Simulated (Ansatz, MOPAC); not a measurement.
Species: CHF₂, net charge 0, doublet state. SMILES: F[CH]F

Atoms: C1, F2, F3, H4. Bonds: C1-F2, C1-F3, C1-H4.

Bond lengths (Å) and angles (degrees) optimised at PM3 with MOPAC; HF/STO-3G with Ansatz (a first-principles code); HF/3-21G with Ansatz; B3LYP/LANL2DZ with Ansatz, each started from the B3LYP-D3(BJ)/def2-TZVP structure (Ansatz) of the last column. A row stands for all coordinates that are equal there. No wavenumbers were computed at HF/STO-3G, B3LYP/LANL2DZ, so these may be saddle points.

```tsv
coordinate	PM3	HF/STO-3G	HF/3-21G	B3LYP/LANL2DZ	B3LYP-D3(BJ)/def2-TZVP
C1-F2	1.318	1.351	1.346	1.383	1.329
C1-H4	1.091	1.103	1.069	1.092	1.089
F2-C1-F3	109.0	112.4	111.9	111.2	111.3
F2-C1-H4	121.3	115.0	114.9	114.5	114.2
```

Mean signed difference of all 3 bond lengths from B3LYP-D3(BJ)/def2-TZVP: PM3 -0.007 Å, HF/STO-3G 0.019 Å, HF/3-21G 0.004 Å, B3LYP/LANL2DZ 0.037 Å.
